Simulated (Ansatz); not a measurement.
## BF (SMILES [B]F): a two-point extrapolation

The species is BF (2 atoms), meant as a singlet with charge 0. SMILES: `[B]F`. The shape is that of a PBE0-D4/def2-TZVP optimisation.

| atom | x (Å) | y (Å) | z (Å) |
| --- | --- | --- | --- |
| B | 0.0000 | 0.0000 | -0.0094 |
| F | 0.0000 | 0.0000 | 1.2537 |

MP2 energies, 2 core orbitals frozen (Ansatz 0.2.0):

| basis | X | functions | Hartree–Fock (Eh) | correlation (Eh) |
| --- | --- | --- | --- | --- |
| aug-cc-pVTZ | 3 | 92 | -124.157193 | -0.329110 |
| aug-cc-pVQZ | 4 | 160 | -124.166283 | -0.353755 |
| aug-cc-pV5Z | 5 | 254 | -124.168499 | -0.363953 |

The correlation energy converges as X⁻³, the Hartree–Fock energy about exponentially.

**Question.** Extrapolate to the complete basis.

**Answer.** 
1. Correlation: E(∞) = (5³ E(5) − 4³ E(4))/(5³ − 4³) = (125 × (-0.363953) − 64 × (-0.353755))/61 = -0.374653 Eh.
2. Hartree–Fock: successive steps shrink by 0.244; summing the geometric tail gives -124.168499 + (-0.002216) × 0.244/(1 − 0.244) = -124.169213 Eh.
3. Total: -124.169213 + (-0.374653) = -124.543866 Eh.
4. aug-cc-pV5Z holds 97.1 % of the extrapolated correlation energy, aug-cc-pVQZ 94.4 %.

This is an estimate of the method's limit, not an exact energy.
